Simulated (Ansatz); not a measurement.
A run of Ansatz (development build ahead of 0.2.0) on singlet HF₂(-) at this shape:

```xyz
3

F     0.0259    0.0405   -1.1300
H    -0.0131    0.0189    0.0444
F    -0.0387   -0.0116    1.1733
```

Its results:

- Converged: yes
- Reference energy: -199.52573 hartree
- Correlation energy: -0.46507 hartree
- Total energy: -199.99080 hartree
- Spin squared of the determinant: 0.000

Q: Which input gives this output? Name the method, the orbitals and the basis set, and write the input.

A: RHF-MP2 in aug-cc-pVDZ. An unrestricted run that stays on the closed shell gives the same numbers.

```yaml
crystal:
  periodic: [false, false, false]
  atoms:
    - { symbol: F, position_ang: [0.0259, 0.04047, -1.13002] }
    - { symbol: H, position_ang: [-0.01312, 0.01894, 0.04438] }
    - { symbol: F, position_ang: [-0.03869, -0.01163, 1.17332] }
basis:
  gaussian: { orbitals: aug-cc-pVDZ }
total_charge: -1
hamiltonian:
  xc: hf
correlation:
  method: mp2
  frozen_orbitals: { F: 1, H: 0 }
```
